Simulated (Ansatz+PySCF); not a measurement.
The numbers below are computed, except where a source is named.
Input for PySCF 2.14.0:

```python
from pyscf import gto, scf, cc

mol = gto.M(atom="""
F 0.000000 0.000000 0.000000
F 0.000000 0.000000 1.300000
""", basis='6-31g', charge=1, spin=1)
mf = scf.UHF(mol)
mf.kernel()
mycc = cc.CCSD(mf, frozen=2).run()
et = mycc.ccsd_t()
print(mf.e_tot, mycc.e_corr, et, mycc.e_tot + et)
```

The script is written out from the run's settings.

Output:

| Property | Result |
| --- | --- |
| Converged | yes |
| Reference energy | -198.04496 hartree |
| CCSD correlation energy | -0.28324 hartree |
| Triples correction | -0.00855 hartree |
| Total energy | -198.33676 hartree |
| Spin squared of the determinant | 0.762 |

The reference isn't the lowest determinant (another lies 0.60 eV lower), but the same method gives a higher total on the lower determinant.
